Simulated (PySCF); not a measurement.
# The first ionisation energy along group 14

All values are computed (PySCF 2.14, energy differences of UHF-based or UKS calculations, no spin-orbit coupling). Values in eV. The last column holds reference values (NIST; (s) semi-empirical, (t) theoretical, else measured). Unmarked ones compare directly (S terms, centres of terms, or small fine structure); those marked * lie between the lowest fine-structure levels and include a spin-orbit shift.

| element | configurations | LDA | PBE | PBE0 | MP2 (valence) | CCSD (valence) | CCSD(T) (valence) | reference |
| --- | --- | --- | --- | --- | --- | --- | --- | --- |
| C (aug-cc-pVTZ with one added diffuse shell each of s, p, d, f type, non-relativistic) | [He] 2s2 2p2 → [He] 2s2 2p1 | 11.689 | 11.540 | 11.513 | 11.254 | 11.156 | 11.183 | 11.262 |
| Si (aug-cc-pV(T+d)Z with one added diffuse shell each of s, p, d, f type, non-relativistic) | [Ne] 3s2 3p2 → [Ne] 3s2 3p1 | 8.238 | 8.199 | 8.219 | 8.051 | 8.077 | 8.118 | 8.157 |
| Ge (aug-cc-pVTZ-PP with one added diffuse shell each of s, d, f type with ECP10MDF, ECP) | [Ar] 3d10 4s2 4p2 → [Ar] 3d10 4s2 4p1 | 7.964 | 7.845 | 7.888 | 7.759 | 7.784 | 7.814 | 7.925 |
| Sn (aug-cc-pVTZ-PP with one added diffuse shell each of d, f type with ECP28MDF, ECP) | [Kr] 4d10 5s2 5p2 → [Kr] 4d10 5s2 5p1 | 7.412 | 7.260 | 7.306 | 7.158 | 7.188 | 7.215 | 7.389 |
| Pb (aug-cc-pVTZ-PP with one added diffuse shell each of d, f type with ECP60MDF, ECP) | [Xe] 4f14 5d10 6s2 6p2 → [Xe] 4f14 5d10 6s2 6p1 | 7.163 | 6.980 | 7.017 | 6.832 | 6.868 | 6.886 | 7.417 * |

Task: Which of these methods has the smallest mean absolute error against the measured values here?

Result: CCSD(T) (valence), with 0.101 eV.

```tsv
method	elements	mean error (eV)	mean absolute error (eV)	largest error (eV)
LDA	4	0.142	0.142	0.427
PBE	4	0.027	0.132	0.278
PBE0	4	0.048	0.109	0.251
MP2 (valence)	4	-0.128	0.128	-0.231
CCSD (valence)	4	-0.132	0.132	-0.201
CCSD(T) (valence)	4	-0.101	0.101	-0.174
```

For Pb a determinant mixes LS terms or the coupling is close to jj, so these rows are model values.

Errors include the incompleteness of the basis and the frozen core.

"Valence" correlates the outer s and p shells and, in groups 3 to 12 and the f block, the outer d or f shell, open or full, or the next shell where the ion has no valence electron left; the wider scheme adds the next inner shell.
